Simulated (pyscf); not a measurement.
PySCF, gas phase, ωB97X-D3(BJ)/def2-SVP geometries.

### Question
What is the homolytic dissociation enthalpy (298 K, ωB97M-D3(BJ)/def2-TZVP) of the O–Si bond of O=Re(=O)(=O)–O–SiH₃, to [O–Re(=O)(=O)=O]• + SiH₃•?

### Answer
O–Si to [O–Re(=O)(=O)=O]• + SiH₃•: 129.8 kcal/mol. The 7 functionals that were run give +118.7 (PBE) to +131.7 kcal/mol (ωB97X-D3(BJ)/def2-TZVP). The radicals are drawn with the spin at the cut bond; how far it spreads was not checked. Other isomers of [O–Re(=O)(=O)=O]• were not searched in full and may lie lower. Open-shell species with a d-block atom are single-reference here; other states, and whether the spin sits on metal or ligand, were not checked. Elements past Kr carry the def2 core potentials, without spin-orbit coupling.
